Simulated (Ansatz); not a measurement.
Geometry optimisation, Ansatz, RKS PBE0-D4/6-31G*.

The input (input.yaml):

```yaml
crystal:
  periodic: [false, false, false]
  atoms:
    - { symbol: Al, position_ang: [0.0, 0.0, 0.0] }
    - { symbol: C, position_ang: [0.0, 0.0, 1.97] }
    - { symbol: H, position_ang: [-0.9996, -0.3092, 2.3405] }
    - { symbol: H, position_ang: [0.7676, -0.7111, 2.3405] }
    - { symbol: H, position_ang: [0.232, 1.0203, 2.3405] }
    - { symbol: C, position_ang: [1.706, 0.0, -0.985] }
    - { symbol: H, position_ang: [2.0356, -1.0462, -1.1552] }
    - { symbol: H, position_ang: [1.5695, 0.508, -1.9624] }
    - { symbol: H, position_ang: [2.4756, 0.5381, -0.3932] }
    - { symbol: H, position_ang: [-1.351, 0.0, -0.78] }
basis:
  gaussian: { orbitals: "6-31G*" }
hamiltonian:
  xc: pbe0
  dispersion: d4
relax:
  f_tol: 0.02
  max_steps: 40
```

Command:

```bash
$ ansatz run input.yaml --threads 1 --pin off --max-ram 2048MiB --backend cpu --events-out ev --progress --plain --runs-dir out
```

Problem. Where does it end, and by what steps?

Solution. It converged. After 3 steps the energy has fallen by 0.066 eV; H9 moved furthest, 0.08 Å.

```json
{"step": "0", "energy less start (eV)": "0.0000", "largest force component (eV/Å)": "0.591", "accepted": "yes"}
{"step": "1", "energy less start (eV)": "-0.0635", "largest force component (eV/Å)": "0.155", "accepted": "yes"}
{"step": "2", "energy less start (eV)": "-0.0660", "largest force component (eV/Å)": "0.044", "accepted": "yes"}
{"step": "3", "energy less start (eV)": "-0.0663", "largest force component (eV/Å)": "0.011", "accepted": "yes"}
```

```xyz
10
Properties=species:S:1:pos:R:3
Al 0.008 0.002 0.006
C -0.016 -0.007 1.970
H -0.981 -0.323 2.382
H 0.761 -0.659 2.388
H 0.186 1.000 2.363
C 1.700 0.010 -0.992
H 2.027 -1.019 -1.201
H 1.612 0.512 -1.962
H 2.515 0.487 -0.434
H -1.376 -0.002 -0.803
```

Time of the run: 9.6 s on 1 thread of Arm Neoverse V2, with other jobs on the host, peak memory 0.12 GiB.
